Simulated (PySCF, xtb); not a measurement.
# Isomers of CH5BN− in order of energy

7 gas-phase structures of CH5BN−, found in a search over its isomers (lower ones may exist). Each was relaxed with GFN2-xTB; where two conformers were screened, the lower at r2SCAN-D4/def2-SVPD is listed:

A. `[H]/N=C\[BH3-]`, a singlet
B. `[BH2-]=NC`, a singlet
C. `C=[BH-]N`, a singlet
D. `[H]/N=[BH-]\C`, a singlet
E. `[BH3-]N=C`, a singlet
F. `[BH2-]1CN1`, a singlet
G. `[H]/[C-]=[NH+]\[BH3-]`, a singlet

Which do you expect lowest at r2SCAN-D4/def2-SVPD, and how would the others follow?

Calculated order at r2SCAN-D4/def2-SVPD: D (0.0), C (29.7), A (60.9), B (62.9), E (83.8), F (90.2), G (164.4) kJ/mol. Less than 1 kcal/mol parts A and B, so the order within that pair means little.

Energies above the lowest of each column, in kJ/mol; the last columns are at PBE0-D4/def2-SVPD geometries and were run for some of them only (a dash: not run or not comparable):

```json
{"structure": "D", "GFN2-xTB": "21.5", "HF/STO-3G": "5.8", "r2SCAN-D4/def2-SVPD": "0.0", "PBE0-D4/def2-SVPD": "0.0", "CCSD(T)/def2-SVPD + ΔMP2/def2-TZVPPD": "0.0"}
{"structure": "C", "GFN2-xTB": "104.4", "HF/STO-3G": "75.0", "r2SCAN-D4/def2-SVPD": "29.7", "PBE0-D4/def2-SVPD": "27.8", "CCSD(T)/def2-SVPD + ΔMP2/def2-TZVPPD": "27.7"}
{"structure": "A", "GFN2-xTB": "24.3", "HF/STO-3G": "14.3", "r2SCAN-D4/def2-SVPD": "60.9", "PBE0-D4/def2-SVPD": "60.8", "CCSD(T)/def2-SVPD + ΔMP2/def2-TZVPPD": "63.8"}
{"structure": "B", "GFN2-xTB": "0.0", "HF/STO-3G": "45.8", "r2SCAN-D4/def2-SVPD": "62.9", "PBE0-D4/def2-SVPD": "–", "CCSD(T)/def2-SVPD + ΔMP2/def2-TZVPPD": "–"}
{"structure": "E", "GFN2-xTB": "10.9", "HF/STO-3G": "0.0", "r2SCAN-D4/def2-SVPD": "83.8", "PBE0-D4/def2-SVPD": "–", "CCSD(T)/def2-SVPD + ΔMP2/def2-TZVPPD": "–"}
{"structure": "F", "GFN2-xTB": "29.5", "HF/STO-3G": "3.5", "r2SCAN-D4/def2-SVPD": "90.2", "PBE0-D4/def2-SVPD": "–", "CCSD(T)/def2-SVPD + ΔMP2/def2-TZVPPD": "–"}
{"structure": "G", "GFN2-xTB": "114.8", "HF/STO-3G": "110.1", "r2SCAN-D4/def2-SVPD": "164.4", "PBE0-D4/def2-SVPD": "–", "CCSD(T)/def2-SVPD + ΔMP2/def2-TZVPPD": "–"}
```

CCSD(T)/def2-SVPD + ΔMP2/def2-TZVPPD puts D lowest of those it was run on; GFN2-xTB picks B, HF/STO-3G picks E. Flexible structures stand in one conformer each, not always the lowest. Frequencies (PBE0-D4/def2-SVPD) were run for A, C, D alone. ΔMP2 is the change of the MP2 energy from the smaller to the larger basis.

Over these structures GFN2-xTB departs from r2SCAN-D4/def2-SVPD by 42.7 kJ/mol on average once a common shift is removed. A GFN2-xTB relaxation took about 0.093 s and the r2SCAN-D4/def2-SVPD energy about 13 s on a shared host (PySCF 2.14.0, xtb 6.7.1).
